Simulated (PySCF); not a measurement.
Stepwise substitution at one centre (Al Cl-NH2). Gas-phase values, no solvent. Strings in code marks are SMILES.

Calculation: PySCF with PBE-D3(BJ)/def2-TZVP. 

| species | LUMO (eV) | S1 oscillator strength |
|---|---|---|
| 0 of 3 Cl replaced by NH2 (`[Cl][Al]([Cl])[Cl]`) | -2.23 | 0.000 |
| 1 of 3 Cl replaced by NH2 | -1.53 | 0.024 |
| 2 of 3 Cl replaced by NH2 (`[NH2][Al]([NH2])[Cl]`) | -0.96 | 0.000 |
| 3 of 3 Cl replaced by NH2 (`[NH2][Al]([NH2])[NH2]`) | -0.55 | 0.004 |
